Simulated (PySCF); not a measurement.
Match the calculated data to a structure.

All candidates are C3H6N (doublet state).

| technique | computed result |
| --- | --- |
| Dipole | 2.16 D [PBE0-D3(BJ)/def2-SVP] |
| Rotational structure | rotational constants A, B, C: 24.526, 4.505, 4.425 GHz [PBE0-D3(BJ)/def2-SVP] |
| EPR g | 2.00266 [unrestricted B3LYP/IGLO-III on C N, pcH-1 on H, mean-field spin–orbit] |
| EPR couplings | largest isotropic hyperfine couplings (means over sets of like nuclei): 13C +95.6, 13C +81.6, 1H -62.3 (×2), 1H +38.6 (×2), 13C -29.9 MHz [unrestricted B3LYP/IGLO-III on C N, pcH-1 on H] |

Electronic properties: PySCF, gas phase, density fitting. Levels stand in brackets. Geometry: PBE0-D3(BJ)/def2-SVP, one conformer, isolated molecule.

Problem. Which candidate is it?
A. `[H]/N=[C]\CC` [doublet state]
B. `[H]/N=C\C[CH2]` [doublet state]
C. `[H]/N=C\[CH]C` [doublet state]

Solution. B. It is `[H]/N=C\C[CH2]` [doublet state]. Numbering: `[H]/[N:4]=[CH:3]\[CH2:2][CH2:1]`. The optimised geometry has point group C1 and is an asymmetric top. The largest Mulliken spin population (1.09) sits on a carbon bonded to C and 2 H [C1]. The couplings belong to: 13C +95.6 MHz, carbon bonded to C and 2 H [C1]; 13C +81.6 MHz, carbon bonded to C, N and H [C3]; 1H -62.3 MHz, hydrogen on C1; 1H +38.6 MHz, hydrogen on C2; 13C -29.9 MHz, carbon bonded to 2 C and 2 H [C2].

The others, at the same levels:
- `[H]/N=[C]\CC` [doublet state] fails: its computed isotropic g value is 2.00174 (against 2.00266), rotational constant A is 18.245 GHz (against 24.526 GHz) and dipole moment is 2.81 D (against 2.16 D).
- `[H]/N=C\[CH]C` [doublet state] fails: its computed isotropic g value is 2.00325 (against 2.00266), rotational constant A is 18.637 GHz (against 24.526 GHz) and dipole moment is 2.78 D (against 2.16 D).

Each candidate is one conformer, not necessarily the lowest. The conformers computed, where there is a choice (atom-mapped SMILES and torsion angles):
- `[H]/[N:4]=[CH:3]\[CH2:2][CH2:1]`: C1–C2–C3–N4 -118°
- `[H]/[N:4]=[C:3]\[CH2:2][CH3:1]`: C1–C2–C3–N4 0°
- `[H]/[N:4]=[CH:3]\[CH:2][CH3:1]`: C1–C2–C3–N4 0°
